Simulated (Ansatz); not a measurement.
Ansatz (a quantum-chemistry and plane-wave program) input (RPA@PBE/cc-pVQZ):

Ansatz 0.2 input:
```yaml
crystal:
  periodic: [false, false, false]
  atoms:
    - {symbol: N, position_ang: [0.00073453, -0.00649234, 0.32080948]}
    - {symbol: O, position_ang: [0.02743334, 1.09989995, -0.11821611]}
    - {symbol: O, position_ang: [-0.02807606, -1.09421916, -0.16249219]}
basis:
  gaussian:
    orbitals: cc-pVQZ
hamiltonian:
  xc: pbe
magnetization: {spin_polarized: true, initial_magnetization: 1}
correlation: {method: rpa, electrons: outside_noble_gas}
```

End of the output:

```
integrals: 0.21 GiB planned
1035 factors; integrals over basis functions are off by at most 5.5e-4 eV
mean field: 0.61 GiB planned
mean field evaluation 1: about -5575.5705 eV, gradient 2.9e1 eV
mean field evaluation 2: about -5575.5700 eV, gradient 2.9e1 eV
mean field evaluation 4: about -5577.4545 eV, gradient 1.3e1 eV
mean field evaluation 8: about -5578.0108 eV, gradient 3.3e-2 eV
mean field evaluation 16: about -5578.0108 eV, gradient 8.2e-6 eV
mean field -5578.01078427 eV, -204.9881154105 hartree, gradient 1.9e-6 eV, S^2 0.751679; 0 other end points of the search recorded, 0 dependent functions left out
3 core orbitals not correlated
reference -5553.34004181 eV, -204.0814823475 hartree; 9, 8 occupied and 153, 154 virtual orbitals, 1035 factors
Total energy: -5582.73117095 eV, -205.1615864212 hartree
```

It need not be the lowest isomer of its formula.
